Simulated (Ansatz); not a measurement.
We consider solid bromine, described by r²SCAN-D4 (plane waves, PAW; Ansatz, a program for electronic structure).

Numerical settings: plane-wave cutoff 500 eV, 6×6×4 k mesh (along the axes of the cell as run), gaussian smearing 0.02 eV, scalar-relativistic PAW data made under PBE.

Computed at the level's own relaxed cell.

**Question.** Give the computed equilibrium volume per atom, equilibrium lattice constant a, lattice parameter b and lattice parameter c.

**Answer.** 
equilibrium volume per atom: 31.60 Å³/atom
equilibrium lattice constant a: 6.904 Å
lattice parameter b: 4.206 Å
lattice parameter c: 8.705 Å

Static lattice: no zero-point or thermal effects.
